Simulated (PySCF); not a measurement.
Nuclear quadrupole coupling in `C#CC(=C)[O-]`

C4H3O (charge -1).
Geometry (PBE0-D3(BJ)/def2-SVP, Å), atoms numbered from 1 in this order:
```xyz
8
C4H3O angstrom
C      2.325    0.251   -0.406
C      1.111    0.346   -0.320
C     -0.368    0.548   -0.255
C     -1.043   -0.515    0.325
O     -0.803    1.630   -0.723
H      3.392    0.177   -0.486
H     -2.133   -0.473    0.424
H     -0.506   -1.396    0.688
```

Field gradients from the PBE0/pcSseg-1 density (PySCF, non-relativistic), principal values in atomic units, ordered |Vxx| ≤ |Vyy| ≤ |Vzz|:

```
atom     Vxx     Vyy      Vzz
  O5  0.1157  1.2466  -1.3623
```

Find the asymmetry η = (Vxx − Vyy)/Vzz and the couplings χ = eQV/h (234.96 MHz × Q in barn × V in au), with Q(17O) = −0.0256 b.

| atom | environment | nucleus | η | χzz (MHz) | χxx (MHz) | χyy (MHz) |
| --- | --- | --- | --- | --- | --- | --- |
| O5 | enolate oxygen | 17O | 0.83 | 8.19 | -0.70 | -7.50 |

What is Vzz at O5 in SI units (1 au = 9.71736 × 10²¹ V/m²)?

-1.3623 au = -13.238 × 10²¹ V/m².

And the gradient at the other heavy atoms, for which no coupling is worked out here?

```csv
atom,environment,Vzz (au),η
C1,terminal alkyne carbon,-0.167,0.14
C2,alkyne carbon,-0.425,0.06
C3,vinylic carbon bearing oxygen,-0.335,0.48
C4,carbon bonded to C and 2 H,-0.135,0.71
```

Were the hydrogens deuterons (Q(2H) = 0.00286 b), χzz would run from 218 kHz (H7) to 242 kHz (H6).

Isolated species at its PBE0-D3(BJ)/def2-SVP geometry, gas phase. The pcSseg-1 basis has no diffuse functions, a weakness for an anion. The HOMO energy is positive at this level (+0.04 eV), so the outermost electrons may be held by the finite basis alone. A larger basis could move these couplings by a tenth or more.
